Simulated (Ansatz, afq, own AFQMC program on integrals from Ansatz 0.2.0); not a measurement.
AlBH₂, triplet in 6-31G, levels against full CI

```yaml
atoms:
  - { symbol: B, position_ang: [0.0000, 0.0000, 1.3689] }
  - { symbol: Al, position_ang: [0.0000, 0.0000, -0.6894] }
  - { symbol: H, position_ang: [0.0000, 1.0776, 1.8859] }
  - { symbol: H, position_ang: [0.0000, -1.0776, 1.8859] }
```

Connectivity, by distances: BH2–Al.

Basis 6-31G. Only valence electrons are correlated. Integrals, coupled cluster, full CI and functionals: Ansatz 0.2.0; the random walks run on the same integrals in our own AFQMC program. ph-AFQMC/CISD is guided by a CISD state made of CCSD amplitudes; releasing the constraint for a short imaginary time cuts its bias at the price of noise, slowly where states lie close. Free projection: walkers drawn from exp(T), propagated without any constraint. Its projection time is finite, and what remains of the start isn't in its error. Error bars are statistical, one sigma.

Determinant: UHF, the one that the program's search chose, which needn't be the lowest solution. The geometry is a PBE0/def2-TZVP stationary point of this or a neighbouring charge and spin state.

Full CI on the same integrals is exact in this basis and with this determinant's frozen core.

* T1 diagnostic: 0.0339
* weight of the determinant in the CISD state: 0.894
* ⟨S²⟩ of the determinant: 2.014
* size of the correlated space: 8 electrons in 20 orbitals

Reference: full CI, correlation energy -2.857 eV. The released energy is read at 2.40 1/Eh (meV from the phaseless value at times in 1/Eh: -0.5 ± 2.1 at 0.24, -2.6 ± 1.7 at 0.51, -5.5 ± 1.6 at 0.99, -6.4 ± 1.5 at 1.62, -7.6 ± 1.7 at 2.40).

```
         level  E − E(reference) (kcal/mol)  share of correlation (%)
            HF                        65.88                      0.00
           MP2                        18.60                     71.76
          CCSD                         2.54                     96.15
       CCSD(T)                         0.67                     98.98
         CCSDT                         0.12                     99.82
      CCSDT(Q)                         0.02                     99.96
        CCSDTQ                         0.01                     99.99
   ph-AFQMC/HF                  0.74 ± 0.36                     98.88
 ph-AFQMC/CISD                  0.28 ± 0.05                     99.58
released AFQMC                  0.10 ± 0.04                     99.84
    free AFQMC                  0.01 ± 0.03                     99.99
```

CCSDT and higher add their correlation energy to the determinant of the CCSD(T) run, since their own runs factorise the integrals more tightly (a shift of under 2 meV). Free projections are given only where their last times agree within the noise and don't stop above the reference; a slow remainder of the start can still hide under it. A walk keeps the symmetry of its determinant, which the program's search chose and which needn't be the lowest solution, so a lower state of the same spin and another symmetry isn't excluded. Released energies are given only where the last usable release times agree within the noise; a slower fall can still hide under it.
